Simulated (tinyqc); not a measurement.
Inside a calculation (part 3 of 3). Method: UKS/LDA (VWN5) in the sto-3g basis, for CH2, spin multiplicity 3. Computed by tinyqc, a small Python program that keeps every step (integrals from PySCF). Command: `OMP_NUM_THREADS=1 python tinyqc.py 31452 31453 out.jsonl` (the two numbers bound the seeds that draw the settings). One thread of a shared host (Intel(R) Xeon(R) Processor @ 2.60GHz), about 2 s of CPU time with the checks.

Geometry (angstrom):
```
atom         x          y         z
C     0.000000   0.000000  0.000000
H     0.000000   0.910000  0.702000
H     0.000000  -0.910000  0.702000
```

## Convergence

Stop when the energy changes by less than 1e-10 hartree and every element of the error matrix X^T (F D S - S D F) X (for each spin) is below 3e-06.

Course of the cycle:
```
iteration   E (hartree)     change  largest element of the error matrix
1          -36.66804871          -                             4.35e-01
2          -37.72923123  -1.06e+00                             3.20e-01
3          -38.07869886  -3.49e-01                             1.53e-01
4          -38.15632710  -7.76e-02                             6.81e-02
5          -38.17307783  -1.68e-02                             3.17e-02
6          -38.17701184  -3.93e-03                             1.60e-02
7          -38.17811561  -1.10e-03                             9.06e-03
8          -38.17850935  -3.94e-04                             6.82e-03
9          -38.17868285  -1.73e-04                             5.13e-03
10         -38.17876967  -8.68e-05                             3.86e-03
11         -38.17881582  -4.62e-05                             2.90e-03
12         -38.17884102  -2.52e-05                             2.18e-03
13         -38.17885493  -1.39e-05                             1.64e-03
14         -38.17886267  -7.74e-06                             1.23e-03
...                 ...        ...                                  ...
23         -38.17887248  -4.46e-08                             9.43e-05
24         -38.17887250  -2.54e-08                             7.10e-05
25         -38.17887252  -1.45e-08                             5.34e-05
26         -38.17887253  -8.29e-09                             4.02e-05
27         -38.17887253  -4.74e-09                             3.03e-05
28         -38.17887253  -2.71e-09                             2.29e-05
29         -38.17887253  -1.56e-09                             1.72e-05
30         -38.17887254  -8.94e-10                             1.30e-05
31         -38.17887254  -5.14e-10                             9.82e-06
32         -38.17887254  -2.96e-10                             7.41e-06
33         -38.17887254  -1.70e-10                             5.60e-06
34         -38.17887254  -9.80e-11                             4.23e-06
35         -38.17887254  -5.66e-11                             3.19e-06
36         -38.17887254  -3.27e-11                             2.41e-06
```

PySCF UKS in the same basis, fine grid, after a stability check = -38.22510190 hartree

Converged in 36 iterations. The coarse grid moves the energy by +4.62e-02 hartree.

## Populations, bond orders and dipole

D(alpha) after iteration 36, order 1C 1s, 1C 2s, 1C 2px, 1C 2py, 1C 2pz, 2H 1s, 3H 1s:
```
[[1.049570, -0.194182, 0.000000, 0.000000, 0.077578, -0.040269, -0.040269],
 [-0.194182, 0.830367, 0.000000, 0.000000, -0.349527, 0.050387, 0.050387],
 [0.000000, 0.000000, 1.000000, 0.000000, 0.000000, 0.000000, 0.000000],
 [0.000000, 0.000000, 0.000000, 0.348963, 0.000000, 0.249084, -0.249084],
 [0.077578, -0.349527, 0.000000, 0.000000, 0.629533, 0.212722, 0.212722],
 [-0.040269, 0.050387, 0.000000, 0.249084, 0.212722, 0.294987, -0.060598],
 [-0.040269, 0.050387, 0.000000, -0.249084, 0.212722, -0.060598, 0.294987]]
```

D(beta) after iteration 36, order 1C 1s, 1C 2s, 1C 2px, 1C 2py, 1C 2pz, 2H 1s, 3H 1s:
```
[[1.023348, -0.084027, 0.000000, 0.000000, -0.033338, -0.075024, -0.075024],
 [-0.084027, 0.371387, 0.000000, 0.000000, 0.116884, 0.186851, 0.186851],
 [0.000000, 0.000000, 0.000000, 0.000000, 0.000000, 0.000000, 0.000000],
 [0.000000, 0.000000, 0.000000, 0.275697, 0.000000, 0.247689, -0.247689],
 [-0.033338, 0.116884, 0.000000, 0.000000, 0.036833, 0.059031, 0.059031],
 [-0.075024, 0.186851, 0.000000, 0.247689, 0.059031, 0.317603, -0.127451],
 [-0.075024, 0.186851, 0.000000, -0.247689, 0.059031, -0.127451, 0.317603]]
```

overlap S, order 1C 1s, 1C 2s, 1C 2px, 1C 2py, 1C 2pz, 2H 1s, 3H 1s:
```
[[1.000000, 0.248362, 0.000000, 0.000000, 0.000000, 0.054232, 0.054232],
 [0.248362, 1.000000, 0.000000, 0.000000, 0.000000, 0.457173, 0.457173],
 [0.000000, 0.000000, 1.000000, 0.000000, 0.000000, 0.000000, 0.000000],
 [0.000000, 0.000000, 0.000000, 1.000000, 0.000000, 0.353304, -0.353304],
 [0.000000, 0.000000, 0.000000, 0.000000, 1.000000, 0.272549, 0.272549],
 [0.054232, 0.457173, 0.000000, 0.353304, 0.272549, 1.000000, 0.159055],
 [0.054232, 0.457173, 0.000000, -0.353304, 0.272549, 0.159055, 1.000000]]
```

Mulliken: Z minus the diagonal of D S on the atom; Loewdin: the same with S^(1/2) D S^(1/2); Mayer order: 2 sum_s sum (D(s) S)_ij (D(s) S)_ji over the two atoms.

Charges (e):
```
atom   Mulliken    Loewdin  Mulliken spin
1C    -0.131073  -0.073748       2.060209
2H     0.065537   0.036874      -0.030104
3H     0.065537   0.036874      -0.030104
```

Mayer bond orders:
```
pair     order
2-1   0.984776
3-1   0.984776
3-2   0.010023
```

dipole moment about the origin, x y z (debye): [0.000000, 0.000000, 0.410295]

<S^2> of the determinant (pure state: 2) = 2.005097
